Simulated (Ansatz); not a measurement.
**A ladder of methods for SiNH4 (SMILES [NH][SiH3])**

SiNH4: 6 atoms, total charge 0, spin state doublet. As SMILES, `[NH][SiH3]`. The coordinates come from a PBE0-D4/def2-TZVP relaxation.

```csv
atom,x (Å),y (Å),z (Å)
N,0.5921,-0.8352,0.9095
Si,-0.2037,0.3476,-0.1100
H,0.9228,-1.6407,0.3727
H,-1.3106,-0.2823,-0.8855
H,0.7895,0.9118,-1.0689
H,-0.7481,1.4348,0.7362
```

Each level gives the energy change with the N1–Si2 bond stretched from 1.753 to 4.382 Å (eV). The values are calculated.

```json
{"level": "U-r2SCAN0/STO-3G", "kind": "hybrid meta-GGA", "program": "Ansatz", "value (eV)": "3.80", "CPU time (all runs)": "12 s"}
{"level": "U-wB97X/STO-3G", "kind": "range-separated hybrid", "program": "Ansatz", "value (eV)": "3.90", "CPU time (all runs)": "22 s"}
{"level": "UHSE06/STO-3G", "kind": "range-separated hybrid", "program": "Ansatz", "value (eV)": "3.97", "CPU time (all runs)": "5.8 s"}
{"level": "UB2PLYP/STO-3G", "kind": "double hybrid", "program": "Ansatz", "value (eV)": "3.67", "CPU time (all runs)": "5 s"}
{"level": "RPA@PBE/STO-3G", "kind": "RPA", "program": "Ansatz", "value (eV)": "3.13", "CPU time (all runs)": "4.8 s"}
{"level": "UBCCD(T)/STO-3G", "kind": "coupled cluster or CI", "program": "Ansatz", "value (eV)": "3.18", "CPU time (all runs)": "0.75 s"}
{"level": "UCCSD/STO-3G", "kind": "coupled cluster or CI", "program": "Ansatz", "value (eV)": "?", "CPU time (all runs)": "0.57 s"}
{"level": "UCCSDT/STO-3G", "kind": "coupled cluster or CI", "program": "Ansatz", "value (eV)": "3.18", "CPU time (all runs)": "2.5 s"}
{"level": "FCI/STO-3G", "kind": "exact in the basis", "program": "Ansatz", "value (eV)": "3.18", "CPU time (all runs)": "13 s"}
```

Estimate the missing values from the other rows.

As computed at these levels: UCCSD/STO-3G: 3.16 eV. The first shape isn't each level's own minimum. The values span 3.13 to 3.97 eV. Spin contamination of the reference (⟨S²⟩ at least 0.1 too high) touches U-r2SCAN0/STO-3G, U-wB97X/STO-3G, UHSE06/STO-3G, UB2PLYP/STO-3G, RPA@PBE/STO-3G, UBCCD(T)/STO-3G, UCCSD/STO-3G, UCCSDT/STO-3G. All rows use very small basis sets, so even the best lies far from the true value. Times are those of the runs behind each value, whatever else they computed, on shared processors of several kinds: orders of magnitude only.
